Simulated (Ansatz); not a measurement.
# SiHCl (SMILES [SiH]Cl): methods side by side

SiHCl: 3 atoms, total charge 0, spin state singlet. As SMILES, `[SiH]Cl`. The shape was relaxed beforehand at r2SCAN/def2-SVP.

```xyz
3

Si   -0.5521    0.5718   -0.2359
Cl    1.2896    0.3590    0.7447
H    -0.7375   -0.9307   -0.5088
```

Each level gives the dissociation energy of the Cl2–Si1 bond into doublet Cl and doublet SiH (shapes relaxed at r2SCAN/def2-SVP, no zero-point term) (eV). The values are calculated.

| level | kind | program | value (eV) | less CCSD(T)/def2-TZVPP |
| --- | --- | --- | --- | --- |
| HF/def2-TZVPP | Hartree–Fock | Ansatz | 3.21 | -1.14 |
| BLYP/def2-TZVPP | GGA | Ansatz | 4.38 | +0.03 |
| r2SCAN/def2-TZVPP | meta-GGA | Ansatz | 4.54 | +0.19 |
| PBE0-D4/def2-TZVPP | global hybrid | Ansatz | 4.53 | +0.18 |
| CAM-B3LYP/def2-TZVPP | range-separated hybrid | Ansatz | 4.37 | +0.02 |
| wB97M-V/def2-TZVPP | range-separated hybrid | Ansatz | 4.66 | +0.31 |
| B2PLYP/def2-TZVPP | double hybrid | Ansatz | 4.42 | +0.07 |
| RPA@PBE/def2-TZVPP | RPA | Ansatz | 3.96 | -0.39 |
| CCSD(T)/def2-TZVPP | coupled cluster or CI | Ansatz | 4.35 | 0.00 |

CCSD(T)/def2-TZVPP is the highest level here, not the true value. The values span 3.21 to 4.66 eV. Hartree–Fock misses the correlation of the electron pair that is broken and comes out low. Measured bond enthalpies also hold zero-point and thermal terms, a few tenths of an eV less.
